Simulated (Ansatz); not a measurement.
# AlBH6Si: the cost of one run

Computed with Ansatz 0.2.0, Gaussian basis. Level: the settings change from run to run.

## 1. The relaxed structure

The structure was relaxed beforehand with PBE0-D4 in a triple-zeta def2 set.

SMILES `[BH2][AlH][SiH3]`, 9 atoms, charge 0, spin multiplicity 1.

Atoms are counted from 1 here; the program's logs count them from 0.

Bond lengths: B1–Al2 2.109 Å, B1–H4 1.200 Å, B1–H5 1.200 Å, Al2–Si3 2.466 Å, Al2–H6 1.595 Å, Si3–H7 1.493 Å, Si3–H8 1.491 Å, Si3–H9 1.492 Å. Angles: Al2–B1–H4 122.6°, Al2–B1–H5 122.8°, H4–B1–H5 114.6°, B1–Al2–Si3 120.7°, B1–Al2–H6 121.8°, Si3–Al2–H6 117.5°, Al2–Si3–H7 109.9°, Al2–Si3–H8 113.3°, Al2–Si3–H9 111.9°, H7–Si3–H8 107.0°, H7–Si3–H9 107.1°, H8–Si3–H9 107.4°.

## 2. RPA/aug-cc-pVTZ

Options: multiplicity 3, atoms shaken by 0.03 Å.

in.yaml reads:

```yaml
crystal:
  periodic: [false, false, false]
  atoms:
    - {symbol: B, position_ang: [-1.170022, 1.043509, -1.592564]}
    - {symbol: Al, position_ang: [0.310798, 0.939470, 0.001346]}
    - {symbol: Si, position_ang: [0.632716, -1.218876, 1.179507]}
    - {symbol: H, position_ang: [-0.834774, 0.830330, -2.731105]}
    - {symbol: H, position_ang: [-2.265701, 1.341221, -1.426599]}
    - {symbol: H, position_ang: [1.182147, 2.147805, 0.373611]}
    - {symbol: H, position_ang: [1.944416, -1.773040, 0.748721]}
    - {symbol: H, position_ang: [-0.418967, -2.248135, 0.835264]}
    - {symbol: H, position_ang: [0.704601, -1.001877, 2.616619]}
basis:
  gaussian: {orbitals: aug-cc-pVTZ}
magnetization: {spin_polarized: true, initial_magnetization: 2}
hamiltonian: {xc: {name: HF}}
correlation: {method: rpa}
```

Started as:

```sh
$ ansatz run in.yaml --threads 2 --pin off --events-out ev --progress --plain --max-ram 4352MiB
```

**Question.** How long does this run take on 2 threads of AMD EPYC 9B14, shared host, and how much memory does it need?

About 15 s, with a peak of 0.93 GiB.
